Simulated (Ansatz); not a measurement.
## C$_{4}$H$_{10}$, singlet: the ladder up to RCCSDT(Q)

Geometry: MP2(full)/6-31G*, from the G2/97 set.

```xyz
14

C     0.0000    0.0000    0.3679
H     0.0000    0.0000    1.4662
C     0.0000    1.4503   -0.1053
H     0.0000    1.4940   -1.1999
H    -0.8855    1.9847    0.2522
H     0.8855    1.9847    0.2522
C     1.2560   -0.7251   -0.1053
H     1.2938   -0.7470   -1.1999
H     2.1615   -0.2255    0.2522
H     1.2761   -1.7592    0.2522
C    -1.2560   -0.7251   -0.1053
H    -1.2938   -0.7470   -1.1999
H    -1.2761   -1.7592    0.2522
H    -2.1615   -0.2255    0.2522
```

Basis 6-31G* (Cartesian d functions); Ansatz 0.2.0. Only valence electrons are correlated (noble-gas cores frozen), which leaves 26 electrons in 76 orbitals. Prefix R: restricted or restricted open-shell reference. Active spaces: frontier = (8e, 8o) about the gap.

Full CI isn't at hand for all of this; RCCSDT(Q) serves as the reference, and is uncertain by about the last step of the cluster series.

```
UHF ⟨S²⟩                          : 0.000
T1 diagnostic (RCCSD)             : 0.0078
largest doubles amplitude (RCCSD) : 0.023
```

```json
{"level": "RHF", "E − E(RCCSDT(Q)) (kJ/mol)": "1584.3", "share of correlation (%)": "0.00", "wall time": "–"}
{"level": "RMP2", "E − E(RCCSDT(Q)) (kJ/mol)": "192.0", "share of correlation (%)": "87.88", "wall time": "–"}
{"level": "CISD", "E − E(RCCSDT(Q)) (kJ/mol)": "265.3", "share of correlation (%)": "83.25", "wall time": "29 s"}
{"level": "RCCSD", "E − E(RCCSDT(Q)) (kJ/mol)": "46.8", "share of correlation (%)": "97.05", "wall time": "–"}
{"level": "RCCSD(T)", "E − E(RCCSDT(Q)) (kJ/mol)": "4.4", "share of correlation (%)": "99.72", "wall time": "2.8 s"}
{"level": "BCCD(T)", "E − E(RCCSDT(Q)) (kJ/mol)": "4.2", "share of correlation (%)": "99.74", "wall time": "3.3 s"}
{"level": "RCCSDT", "E − E(RCCSDT(Q)) (kJ/mol)": "1.7", "share of correlation (%)": "99.89", "wall time": "–"}
{"level": "CASSCF (frontier space)", "E − E(RCCSDT(Q)) (kJ/mol)": "1371.9", "share of correlation (%)": "13.41", "wall time": "–"}
{"level": "NEVPT2 (frontier space)", "E − E(RCCSDT(Q)) (kJ/mol)": "202.0", "share of correlation (%)": "87.25", "wall time": "3.7 s (H100)"}
{"level": "MRCISD (frontier space)", "E − E(RCCSDT(Q)) (kJ/mol)": "206.2", "share of correlation (%)": "86.98", "wall time": "–"}
{"level": "MRCISD+Q (frontier space)", "E − E(RCCSDT(Q)) (kJ/mol)": "39.0", "share of correlation (%)": "97.54", "wall time": "3.5 s (H100)"}
```

The correlation energy at RCCSDT(Q), counted from RHF, is -16.420 eV. That run took 12 s on 5 threads of AMD EPYC 7R13 with a whole H100 80 GB, shared host.

Times hold each run's SCF and search for its determinant on a shared host, so for small cases they say little of a method's own cost; rows without a card ran on 1 thread of AMD EPYC 7R13.

Atomization energy (electronic, same basis, no zero-point term; atoms at the same level, unrestricted beside the R rows where the molecule is a closed shell, with restricted open-shell steps beyond CCSDT(Q)) at RCCSDT(Q): 5007.8 kJ/mol. Errors of other levels:

```json
{"level": "RHF", "error (kJ/mol)": "-826.3"}
{"level": "RMP2", "error (kJ/mol)": "18.8"}
{"level": "CISD", "error (kJ/mol)": "-248.0"}
{"level": "RCCSD", "error (kJ/mol)": "-33.8"}
{"level": "RCCSD(T)", "error (kJ/mol)": "-1.3"}
{"level": "BCCD(T)", "error (kJ/mol)": "-0.3"}
{"level": "RCCSDT", "error (kJ/mol)": "-1.5"}
```

This basis is far from its limit, so the value isn't to be set against a measured one. Truncated CI isn't size-consistent, which counts against it in atomization.
